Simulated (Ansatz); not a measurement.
Zinc-blende HgSe, treated with PBEsol in Ansatz (PAW).

Numerical settings: plane-wave cutoff 500 eV, 8×10×1 k mesh (along the axes of the cell as run), Fermi–Dirac smearing 0.05 eV, scalar-relativistic PAW data made under PBE.

Task: What does this level give for the surface energy of the (110) face and work function of the (110) face?

Result: 
- surface energy of the (110) face = 0.20 J/m²
- work function of the (110) face = 5.17 eV

The slab of 16 atoms is relaxed and unreconstructed.

Spin–orbit coupling is not included; it can shift volumes and moduli of such heavy elements.

It cost around 60 core-minutes (rough) of CPU time.

Ansatz is an electronic-structure program.
